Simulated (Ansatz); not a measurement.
System: C₃H₃, charge -1, multiplicity 1. It need not be the lowest isomer of its formula. Whether it binds its extra electron was not tested at this geometry. 
Coordinates optimised at B3LYP-D3(BJ)/def2-TZVP (Ansatz, a first-principles code):
SMILES: C1C[C-]=1
```xyz
6

C     -0.0116    -0.0264     0.8318
C      0.0105    -0.7571    -0.6280
C      0.0060     0.5557    -0.5132
H      0.8884    -0.0678     1.4598
H     -0.9287    -0.0719     1.4343
H      0.0112     1.5065    -1.0375
```
Charge -1, spin multiplicity 1.

Basis-set convergence of Hartree-Fock and CCSD(T) correlation energies (hartree) with Ansatz. Correlated levels leave the core frozen unless marked. Spin-orbit coupling is left out. Non-relativistic.

```tsv
basis	functions	E(HF)	E(corr, CCSD(T))	rough core time
aug-cc-pVDZ	96	-115.20455	-0.47055	under 20 s
aug-cc-pVTZ	207	[?]	[?]	60 s
```

### Question
Some entries are withheld; supply them.

### Answer

- aug-cc-pVTZ, E(HF): -115.23026
- aug-cc-pVTZ, E(corr, CCSD(T)): -0.54852
